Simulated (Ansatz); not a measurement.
`CC1=NC1`. The species carries charge 0 and has multiplicity 1.

Cartesian coordinates in Å:
```
C 1.030 0.583 -0.602
C 0.079 -0.251 0.140
N 0.026 -1.300 0.813
C -1.262 -0.510 0.609
H 0.713 0.671 -1.644
H 1.044 1.594 -0.185
H 2.033 0.157 -0.559
H -2.005 -0.953 -0.050
H -1.658 0.009 1.478
```

(1) List the harmonic frequencies (cm⁻¹, unscaled) at PBE0-D4/def2-TZVP in Ansatz. (Best estimate.)

(2) Is this a minimum?

(3) Give the ideal-gas thermochemistry at 298.15 K and 1 bar (rigid rotor, harmonic oscillator; point group Cs, symmetry number 1).

(4) And at 400, 500, 600, 800 and 1000 K?

(5) Rotational constants (cm⁻¹)?

## Answers

(1) Ansatz gave: 159, 343, 350, 700, 939, 956, 998, 1048, 1054, 1130, 1335, 1401, 1462, 1468, 1510, 1887, 3054, 3095, 3123, 3149, 3178.

(2) Yes, all 21 modes are real.

(3) Zero-point energy 193.4 kJ/mol; H(298) − E = 207.9 kJ/mol; entropy 281.4 J/(mol·K), of which translation 158.9, rotation 98.1, vibration 24.4; G(298) − E = 123.9 kJ/mol.

(4) 
```json
{"T (K)": "400", "H − E (kJ/mol)": "215.8", "S (J/mol/K)": "304.1", "G − E (kJ/mol)": "94.1"}
{"T (K)": "500", "H − E (kJ/mol)": "225.2", "S (J/mol/K)": "325.0", "G − E (kJ/mol)": "62.7"}
{"T (K)": "600", "H − E (kJ/mol)": "236.0", "S (J/mol/K)": "344.7", "G − E (kJ/mol)": "29.2"}
{"T (K)": "800", "H − E (kJ/mol)": "261.1", "S (J/mol/K)": "380.8", "G − E (kJ/mol)": "-43.5"}
{"T (K)": "1000", "H − E (kJ/mol)": "289.9", "S (J/mol/K)": "412.8", "G − E (kJ/mol)": "-122.9"}
```

(5) 0.7679, 0.2222, 0.1846.
